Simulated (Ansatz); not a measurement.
A run on C4H4F2, SMILES `FCC#CCF` with other settings.

```yaml
crystal:
  periodic: [false, false, false]
  atoms:
    - {symbol: F, position_ang: [1.291456, 0.283775, -2.542272]}
    - {symbol: C, position_ang: [-0.021531, 0.566483, -1.802529]}
    - {symbol: C, position_ang: [-0.027834, 0.159962, -0.527886]}
    - {symbol: C, position_ang: [-0.037433, -0.168261, 0.612024]}
    - {symbol: C, position_ang: [0.080986, -0.572341, 2.077331]}
    - {symbol: F, position_ang: [-0.638954, -1.884527, 2.094261]}
    - {symbol: H, position_ang: [-0.955180, 0.200818, -2.525833]}
    - {symbol: H, position_ang: [-0.202063, 1.684787, -2.009527]}
    - {symbol: H, position_ang: [1.013628, -0.538235, 2.287430]}
    - {symbol: H, position_ang: [-0.576092, 0.148136, 2.548039]}
basis:
  gaussian: {orbitals: def2-mTZVPP, nuclear_model: gaussian}
hamiltonian: {xc: {name: wPBEh}}
scf: {lower_state_search: off}
output: {forces: true}
```

```sh
$ ansatz run in.yaml --threads 4 --pin off --events-out ev --progress --plain --max-ram 10444MiB
```

Shortened log:

```
Functional definition: wPBEh
1294 factors; their error is unknown
93 factors; integrals over basis functions are off by at most 2.8e-7 eV
mean field evaluation 1: about -9631.0421 eV, gradient 5.1e1 eV
mean field evaluation 2: about -9629.9262 eV, gradient 5.5e1 eV
mean field evaluation 4: about -9636.7914 eV, gradient 6.6e0 eV
mean field evaluation 8: about -9636.8948 eV, gradient 1.9e-1 eV
mean field evaluation 16: about -9636.9103 eV, gradient 6.2e-4 eV
mean field -9636.91025996 eV, -354.1499199212 hartree, gradient 3.7e-6 eV, S^2 0.000000; 0 other end points of the search recorded, 0 dependent functions left out
reference -9636.91029034 eV, -354.1499210377 hartree; 23, 23 occupied and 121, 121 virtual orbitals, 1294 factors
Total energy: -9636.91029034 eV, -354.1499210377 hartree
Atom 0 at     1.291456     0.283775    -2.542272 Å, force    -2.651404     0.301468     1.523058 eV/Å
Atom 1 at    -0.021531     0.566483    -1.802529 Å, force    -0.887596     2.269357    -7.888422 eV/Å
Atom 2 at    -0.027834     0.159962    -0.527886 Å, force     0.045240    -0.588274     1.634596 eV/Å
Atom 3 at    -0.037433    -0.168261     0.612024 Å, force     0.745635    -0.992208     3.573817 eV/Å
Atom 4 at     0.080986    -0.572341     2.077331 Å, force    -9.131146    -0.908020    -5.735710 eV/Å
Atom 5 at    -0.638954    -1.884527     2.094261 Å, force     1.959630     2.121090     0.842712 eV/Å
Atom 6 at    -0.955180     0.200818    -2.525833 Å, force     2.590038    -0.027526     1.897084 eV/Å
Atom 7 at    -0.202063     1.684787    -2.009527 Å, force     0.803685    -1.319250     0.897167 eV/Å
Atom 8 at     1.013628    -0.538235     2.287430 Å, force     6.378735    -0.710255     2.284553 eV/Å
Atom 9 at    -0.576092     0.148136     2.548039 Å, force     0.147184    -0.146381     0.971145 eV/Å
Dipole moment:    -0.216844     0.495612     0.321654 e Å
Checks for a lower state left out: stability, starts, cluster_reference, orbital_swaps, neighbouring_geometries, increment
```

It took 1.6 s on 4 threads of an Arm Neoverse V2 on a shared host, with 0.32 GiB of host memory at the peak.
